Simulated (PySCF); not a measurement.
**Which determinant of LiN lies lowest?**

Unrestricted PBE0; Li 6-31G(d,p), N 6-31G(d,p); no relativity (PySCF 2.14). Outer shells of the fragments: Li 2s1; N 2s2 2p3.

Followed along the bond (rough minima from three points):

| 2Ms+1 | unpaired | ⟨S²⟩ at the start | R at minimum (Å) | Te (eV) |
| --- | --- | --- | --- | --- |
| 3 | π ↑↑ | 2.02 | 1.89 | 0.00 |
| 3 | σ ↑, π ↑ | 2.03 | 1.74 | 0.33 |
| 1 | π ↑↓ | 1.00 | 1.88 | 0.54 |
| 1 | σ ↓, π ↑ | 1.00 | 1.74 | 0.92 |
| 5 | σ ↑↑, π ↑↑ | 6.00 | none in the scan | ≤ 1.79 |

Solutions found at the starting distance of 1.940 Å, counted from the lowest of them; the search is not exhaustive and high or unbound solutions are not listed, so other states can lie among these:

| 2Ms+1 | unpaired | term | E (eV) | ⟨S²⟩ | ⟨Lz²⟩ | μ (D) |
| --- | --- | --- | --- | --- | --- | --- |
| 3 | π ↑↑ | ³Σ⁻ | 0.00 | 2.02 | 0.00 | -6.30 |
| 3 | σ ↑, π ↑ | ³Π | 0.49 | 2.03 | 1.01 | -6.01 |
| 1 | π ↑↓ | mixed | 0.55 | 1.00 | 2.01 | -6.46 |
| 1 | σ ↓, π ↑ | mixed | 1.07 | 1.00 | 1.03 | -6.16 |
| 5 | σ ↑↑, π ↑↑ | ⁵Σ⁻ | 1.93 | 6.00 | 0.00 | 3.44 |
| 1 | none | mixed | 2.12 | 0.00 | 2.00 | -6.21 |
| 3 | σ ↑↑, π ↑↓ | mixed | 3.16 | 3.01 | 2.01 | 3.58 |
| 1 | σ ↓↓, π ↑↑ | mixed | 3.19 | 2.01 | 0.00 | 3.74 |
| 5 | σ ↑, π ↑↑↑ | ⁵Π | 3.41 | 6.00 | 1.00 | 0.96 |
| 3 | σ ↑, π ↑ | ³Π | 4.59 | 2.00 | 1.00 | 3.29 |

A term symbol is given only where ⟨S²⟩ and ⟨Lz²⟩ are close to those of a pure state; real π, δ and φ orbitals otherwise mix terms. A positive dipole means Li(−)N(+).

Compare the gap between the two lowest followed solutions at the starting distance with the gap between their minima.

At PBE0 the second solution (triplet, unpaired electrons σ ↑, π ↑) lies +0.49 eV from the first (triplet, unpaired electrons π ↑↑) at 1.940 Å and +0.33 eV at the minima; the two curves relax by different amounts, since their minima lie near 1.74 and 1.89 Å.

Counting both spins, an empty level lies below a filled one in some of these solutions, because spin and occupation are held.
